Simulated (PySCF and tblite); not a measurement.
The numbers below are computed, except where a source is named.
1,3-Butadiene, 2-methyl-, C₅H₈, numbered as in [CH2:1]=[CH:2][C:3](=[CH2:4])[CH3:5].

Level: B3LYP-D3(BJ)/def2-TZVP//PBE0-D3(BJ)/def2-SVP, thermal terms from GFN2-xTB, symmetry numbers and mirror pairs counted. Conformers within 3 kcal/mol (GFN2-xTB free energy) were kept, 8 at most. Of two unlike H on one atom, a is the less shielded (B3LYP/pcSseg-2). (PySCF 2.14, tblite 0.8.)

An NOE distance is ⟨r⁻⁶⟩^(−1/6) over all pairs of like atoms and, for the average, over conformers.

Torsions listed: C1–C2–C3–C5. Of a mirror pair one member is shown.

```tsv
conformer	shape	weight %
1	0°	98.5
2	146°	1.5
```

Question: Which H–H contacts under 3.5 Å would NOEs report (pairs on one atom left out) at 298.15 K?

Answer: 
```json
{"pair": "H2 ··· H4b", "in 1 (Å)": "2.36", "in 2 (Å)": "3.69", "average (Å)": "2.36"}
{"pair": "H1b ··· H2", "in 1 (Å)": "2.43", "in 2 (Å)": "2.43", "average (Å)": "2.43"}
{"pair": "H1a ··· H5", "in 1 (Å)": "2.61", "in 2 (Å)": "4.56", "average (Å)": "2.62"}
{"pair": "H4a ··· H5", "in 1 (Å)": "2.78", "in 2 (Å)": "2.79", "average (Å)": "2.78"}
{"pair": "H1a ··· H2", "in 1 (Å)": "3.09", "in 2 (Å)": "3.09", "average (Å)": "3.09"}
```

Longer pairs under the limit may be missing.
